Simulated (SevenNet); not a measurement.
Fluorite SrCl₂ was calculated with the machine-learned potential SevenNet-l3i5 (trained on PBE and PBE+U data).

A third-order Birch–Murnaghan fit to the energies gives V0 = 29.136 Å³/atom, B0 = 33.6 GPa, B′ = 4.3.

| V (Å³/atom) | P (GPa) |
|---|---|
| 27.386 | … |
| 27.823 | … |
| 28.260 | 1.098 |
| 28.697 | 0.528 |
| 29.134 | 0.001 |
| 29.571 | -0.483 |
| 30.008 | … |
| 30.445 | -1.342 |
| 30.882 | … |

Q: Estimate the withheld pressures from this fit; the answers are the runs' own values.

A: 
- 27.386, P (GPa): 2.374
- 27.823, P (GPa): 1.712
- 30.008, P (GPa): -0.930
- 30.882, P (GPa): -1.724

The formula P = (3/2) B0 (x^(7/3) − x^(5/3)) [1 + (3/4)(B′ − 4)(x^(2/3) − 1)] with x = V0/V meets the computed pressures within 0.01 GPa when these rounded values are put in.

Measured, for comparison: bulk modulus 34.3 GPa (temperature not stated, not corrected to a static lattice, from elastic constants; as tabulated in Kanchana et al., Calculated structural, elastic and electronic properties of …); equilibrium volume per atom 28.27 Å³/atom (room temperature, not corrected to a static lattice; as tabulated in Kanchana et al., Calculated structural, elastic and electronic properties of …). Computed (rounded) less measured: bulk modulus -2 % (against room or unstated temperature, where such soft solids are markedly softer), equilibrium volume per atom +3.1 %.

A machine-learned potential is trained on density-functional data: it inherits that level's misses and adds fitting errors of its own.
